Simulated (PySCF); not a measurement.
Isomers of C5H8O, one conformer each. Computed, not measured: core-valence-separated Tamm–Dancoff BHandHLYP/aug-pcX-1 (pcseg-1 on H) in PySCF, non-relativistic, gas phase, PBE0-D3(BJ)/def2-SVP geometry. Absolute energies from this functional tend to lie a few eV below measured edges; no shift was applied.

P. `CO[C@]12C[C@H]1C2`
Q. `C/C=C1\C[C@H]1O`

Main lines, eV (oscillator strength):
1. C K: 282.9 (0.054), 282.9 (0.064), 285.2 (0.008), 285.5 (0.007), 285.8 (0.011); O K: 532.4 (0.020), 533.4 (0.023), 534.6 (0.006), 534.7 (0.006), 535.2 (0.008)
2. C K: 286.0 (0.024), 286.2 (0.017), 286.3 (0.082), 286.4 (0.019), 286.6 (0.058); O K: 534.0 (0.018), 534.3 (0.003), 534.8 (0.018), 535.3 (0.011), 535.3 (0.002)
Listed: the first five lines at most of each edge with a tenth or more of its strongest line's intensity; roots within 0.03 eV on the same or equivalent atoms are summed. Only the lowest roots were sought, and the top ones are left out.

Problem. Which spectrum belongs to which isomer?

Solution. 1 = Q, 2 = P.
- P: first C line listed at 286.0 eV, hole on the sp3 carbon at a ring junction; first O line listed at 534.0 eV, hole on the ether oxygen.
- Q: first C line listed at 282.9 eV, hole on the fully substituted alkene carbon (1s→π*); first O line listed at 532.4 eV, hole on the alcohol oxygen.

Problem. What are the ground-state energies of the isomers at BHandHLYP/aug-pcX-1 (pcseg-1 on H), relative to the lowest?

Solution. P 79.6, Q 0.0 kJ/mol (electronic energies on these geometries, no dispersion or zero-point terms).
